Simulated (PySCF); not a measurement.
Molecule: `InChI=1S/C5H7F/c1-3-4-5(2)6/h4-5H,1H2,2H3/t5-/m1/s1`.

Atoms are numbered as in `[CH2:1]=[C:2]=[CH:3][C@@H:4]([CH3:5])[F:6]`. Hydrogens are named by the atom that carries them.

Spin–spin couplings on one PBE0-D3(BJ)/def2-SVP geometry, PySCF 2.14, gas phase, non-relativistic, equivalent pairs averaged (spin–dipole term only in couplings to heteroatoms); isotopes 13C, 19F, 1H; functional B3LYP.

Question: How do the couplings (Hz) change with the basis set? Times are CPU seconds on 1 thread of an Arm Neoverse V2, shared host. Far from the basis limit: 6-31G*, pcJ-0, def2-TZVP, cc-pVTZ.

Answer: 
```
basis set  functions  1J(C4,F6)  1J(C1,H(C1))  1J(C3,H(C3))  1J(C4,H(C4))  1J(C5,H(C5))  1J(C2,C3)  1J(C1,C2)  core-s
   6-31G*         98     -204.3         179.9         174.1         165.4         143.0      115.4      112.0     8.9
    pcJ-0         99     -329.3         159.9         157.8         134.0         115.0       86.3       84.5     8.7
def2-TZVP        228     -263.6         170.3         165.9         150.4         126.6      109.6      108.1      31
  cc-pVTZ        278     -228.8         163.3         156.1         142.4         119.1      136.3      125.6      42
```

The Fermi-contact term samples the wavefunction at the nucleus, which is why sets with added tight s functions (names with J) are made for couplings.
